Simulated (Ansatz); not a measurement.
For zinc-blende CuCl, revPBE in Ansatz (plane waves, PAW) gives:

```
Item                        Value
-------------------  ------------
lattice parameter a       5.509 Å
bulk modulus B0          40.2 GPa
cohesive energy      2.55 eV/atom
```

**Question.** What does HSE06 in Ansatz (PAW) give for the same quantities?

**Answer.** 
- lattice constant a: 5.448 Å (decreases by 1.1 %)
- bulk modulus: 46.0 GPa (increases by 14 %)
- cohesive energy: 2.85 eV/atom (increases by 0.30 eV/atom)

For comparison: lattice constant a 5.409 Å (measured, low temperature, extrapolated to low temperature; as tabulated in arXiv:1206.3780); bulk modulus 38.1 GPa (measured, temperature not stated, no zero-point or thermal correction; as tabulated in Gopakumar et al. (2017), arXiv:1612.07068); cohesive energy 3.1 ± 0.03 eV/atom (worked out here from tabulated enthalpies at 298 K, copied from a table, unchecked, brought to a static lattice with a Debye model, atoms in their spin–orbit ground levels; inputs from the CRC Handbook).

Changes are worked out from the printed values.

Unless a cell is named, each level is at its own relaxed cell (revPBE 20.90, HSE06 20.22 Å³/atom).

Ansatz's density-functional and Hartree–Fock values are scalar-relativistic unless marked +SOC, with PAW data made under PBE.

Ansatz is a program for electronic structure.
